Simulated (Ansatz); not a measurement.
Reaction (SMILES): S=C=S + 4 [H][H] (H2) → C (CH4) + 2 S (H2S)
B3LYP-D3(BJ)/def2-TZVP geometries, fixed; electronic energies without zero-point terms.

Energies in hartree at MP2 with Ansatz (a quantum-chemistry and plane-wave program); the energy of full hydrogenation is their sum with the coefficients shown, times 627.509 kcal/mol a hartree. All functions are spherical. Cores are frozen. No added dispersion term, no relativity.

| species | coefficient | part | cc-pV(D+d)Z | cc-pV(T+d)Z | cc-pV(Q+d)Z |
|---|---|---|---|---|---|
| S=C=S | -1 | Hartree-Fock | -832.93554 | -832.97161 | -832.98064 |
| S=C=S | -1 | correlation | -0.39598 | -0.49457 | -0.53211 |
| [H][H] (H2) | -4 | Hartree-Fock | -1.12874 | -1.13293 | -1.13342 |
| [H][H] (H2) | -4 | correlation | -0.02641 | -0.03169 | -0.03312 |
| C (CH4) | +1 | Hartree-Fock | -40.19870 | -40.21333 | -40.21615 |
| C (CH4) | +1 | correlation | -0.16119 | -0.19830 | -0.21010 |
| S (H2S) | +2 | Hartree-Fock | -398.69871 | -398.71493 | -398.71899 |
| S (H2S) | +2 | correlation | -0.14593 | -0.19080 | -0.20675 |

Task: Predict the energy of full hydrogenation in cc-pV(5+d)Z (X = 5): let each Hartree-Fock step shrink by the ratio of the last two, and fit each correlation energy at X = 3 and 4 to E + A/X^3. Compare with the run.

Result: 
- S=C=S: steps -0.03607 and -0.00903, ratio 0.250, so Hartree-Fock -832.98290 (run: -832.98227); A = (-0.49457 - (-0.53211))/(1/27 - 1/64) = 1.7532, correlation -0.53211 - A/64 + A/125 = -0.54548 (run: -0.54842).
- [H][H] (H2): steps -0.00419 and -0.00049, ratio 0.117, so Hartree-Fock -1.13348 (run: -1.13357); A = (-0.03169 - (-0.03312))/(1/27 - 1/64) = 0.0668, correlation -0.03312 - A/64 + A/125 = -0.03363 (run: -0.03367).
- C (CH4): steps -0.01463 and -0.00282, ratio 0.193, so Hartree-Fock -40.21669 (run: -40.21689); A = (-0.19830 - (-0.21010))/(1/27 - 1/64) = 0.5511, correlation -0.21010 - A/64 + A/125 = -0.21430 (run: -0.21437).
- S (H2S): steps -0.01622 and -0.00406, ratio 0.250, so Hartree-Fock -398.72001 (run: -398.71979); A = (-0.19080 - (-0.20675))/(1/27 - 1/64) = 0.7449, correlation -0.20675 - A/64 + A/125 = -0.21243 (run: -0.21334).
Predicted -62.15 kcal/mol; the run in cc-pV(5+d)Z gives -61.41, a miss of -0.74. Keeping the value in cc-pV(Q+d)Z, -62.01, would miss by -0.60. All sums are of the energies as printed.
